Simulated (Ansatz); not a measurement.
**CHOSi (sextet): from Hartree-Fock to the top rungs, cc-pVDZ**

An exercise on one series of results from a longer session: the logs are not shown, and one member is left open.

Program: Ansatz 0.2.0, Gaussian basis. Level of theory: cc-pVDZ, core rule «outside noble gas», up to 7 orbitals frozen. These are calculated values, not measurements.

Plan: UHF; CCSD(T) on ROHF; CCSD(T) on UHF; BCCD(T) on ROHF; CISD; CCSDT(Q) on ROHF; CCSDT(Q) on UHF; CASSCF and MRCISD+Q, 13 electrons in 11 orbitals; CASSCF and NEVPT2, 13 electrons in 11 orbitals.

25 further runs of the same task are left out: 13 that didn't finish, 12 set aside as unsound or not needed.

**The geometry**

The geometry is a PBE0/def2-TZVP stationary point (not a proven minimum) of the parent state, kept for this charge and spin.

4 atoms, charge 0, spin multiplicity 6.

Atoms are counted from 1 here; the program's logs count them from 0.

Bond lengths: O1–C2 1.195 Å, C2–Si3 1.957 Å, C2–H4 1.107 Å. Angles: O1–C2–Si3 126.3°, O1–C2–H4 123.6°, Si3–C2–H4 110.1°.

Set-up of the first run:

Input file in.yaml:

```yaml
crystal:
  periodic: [false, false, false]
  atoms:
    - {symbol: O, position_ang: [0.000000, -0.313583, 1.598105]}
    - {symbol: C, position_ang: [0.000000, 0.436706, 0.668068]}
    - {symbol: Si, position_ang: [0.000000, -0.063363, -1.223700]}
    - {symbol: H, position_ang: [0.000000, 1.539364, 0.769440]}
basis:
  gaussian: {orbitals: cc-pVDZ}
magnetization: {spin_polarized: true, initial_magnetization: 5}
hamiltonian: {xc: hf}
output: {orbitals: {seedname: orbitals}}
```

The run is started by

```sh
$ ansatz run in.yaml --threads 1 --pin off --events-out ev --progress --plain --max-ram 2393MiB
```

Among the steps run: UHF; CCSD(T) on ROHF; CCSD(T) on UHF; BCCD(T) on ROHF; CISD; CCSDT(Q) on ROHF; CCSDT(Q) on UHF; CASSCF and MRCISD+Q, 13 electrons in 11 orbitals; CASSCF and NEVPT2, 13 electrons in 11 orbitals.

One table of the session follows, with a row left open; its other results are not shown here.

| method | from UCCSDT(Q) (meV) |
| --- | --- |
| ROHF | +9536.8 |
| UHF | +9253.7 |
| RMP2 | +1227.1 |
| UMP2 | +1262.8 |
| CISD | +1085.4 |
| RCCSD | +320.8 |
| UCCSD | +312.0 |
| RCCSD(T) | +54.8 |
| UCCSD(T) | +54.1 |
| BCCD(T) | +52.7 |
| RCCSDT | +24.7 |
| UCCSDT | +23.0 |
| RCCSDT(Q) | +2.0 |
| UCCSDT(Q) | 0 |
| CASSCF frontier | +7902.7 |
| NEVPT2 frontier | ? |
| MRCISD frontier | +789.2 |
| MRCISD+Q frontier | +145.4 |

Estimate the missing values for NEVPT2 frontier.

As computed: from UCCSDT(Q) (meV): +1503.7. In the column «from UCCSDT(Q) (meV)» it lies between UMP2 (+1262.8) and CASSCF frontier (+7902.7).

Limits of these values: Restricted and unrestricted rows rest on different reference determinants; where their highest levels disagree by more than a few hundredths of an eV, they describe different states and don't form one ladder.
